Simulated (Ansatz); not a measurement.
Process, species as SMILES: S(F)F + 2 [H][H] (H2) → 2 F (HF) + S (H2S)
B3LYP-D3(BJ)/def2-TZVP geometries, fixed; electronic energies without zero-point terms.
Largest species:
```
S
F 1 1.6052
F 1 1.6052 2 98.75
```
Charge 0, spin multiplicity 1.

Basis-set convergence of the energy of full hydrogenation at wB97M-V with Ansatz (a program for electronic structure). All functions are spherical. The program fits the integrals of some runs and decomposes those of others, by size. The functional holds VV10 correlation; no added dispersion term, no relativity. Functions are those of the species that has most. Reference: the value in aug-cc-pV(5+d)Z, -66.65 kcal/mol, itself unsure by roughly 0.14 kcal/mol (its mean distance from pcseg-4, aug-pcseg-3, aug-cc-pV(Q+d)Z). Deviations are taken from unrounded values.

| basis | functions |
|---|---|
| def2-SV(P) | 46 |
| def2-SVP | 46 |
| def2-SVPD | 73 |
| def2-TZVP | 99 |
| def2-TZVPP | 104 |
| def2-TZVPD | 126 |
| def2-TZVPPD | 131 |
| def2-QZVPP | 184 |
| def2-QZVPPD | 211 |

Q: Which is the smallest def2 set listed that can be trusted to 4 kcal/mol here, that is, within that of the reference together with its larger relatives (same family, alike in diffuse functions; a set with none to test it counts only in the reference's own line)?

A: The smallest set listed that lies within 4 kcal/mol of the reference with all its larger relatives (same family, alike in diffuse functions; a set with none counts only in the reference's own line) is def2-SVP (46 functions, -3.32 kcal/mol off). Value minus reference: def2-SV(P) 17.77, def2-SVP -3.32, def2-SVPD -17.66, def2-TZVP 3.35, def2-TZVPP 0.49, def2-TZVPD 0.46, def2-TZVPPD -1.39, def2-QZVPP 0.43, def2-QZVPPD -0.23 kcal/mol.
